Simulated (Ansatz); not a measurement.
Mulliken charges of C3H3Cl, SMILES `C#CCCl` from r2SCAN/def2-TZVPP in Ansatz (PBE0-D4/def2-TZVP geometry).

```
atom   x (Å)   y (Å)   z (Å)  charge (e)
  C1  -1.556   0.354  -0.676       0.151
  C2  -0.460   0.152  -0.235      -0.375
  C3   0.866  -0.074   0.289      -0.064
 Cl4   0.995  -1.635   1.154      -0.149
  H5  -2.531   0.529  -1.065       0.235
  H6   1.604  -0.097  -0.513       0.101
  H7   1.143   0.704   1.000       0.101
```

Q: By hand: the dipole of these point charges (1 e Å = 4.8032 D).

A: Σ q r = (-0.583, 0.430, -0.405) e Å, of length 0.830 e Å = 3.99 D.

Q: How does the dipole of the full density compare? (Best estimate.)

A: Ansatz gave: (0.009, 0.312, -0.162) e Å, 1.69 D; the point charges give 2.36 times that, at 48° from its direction.

Point charges leave out the atoms' own dipoles, such as those of lone pairs, and Mulliken's split depends on the basis, so the two needn't agree.
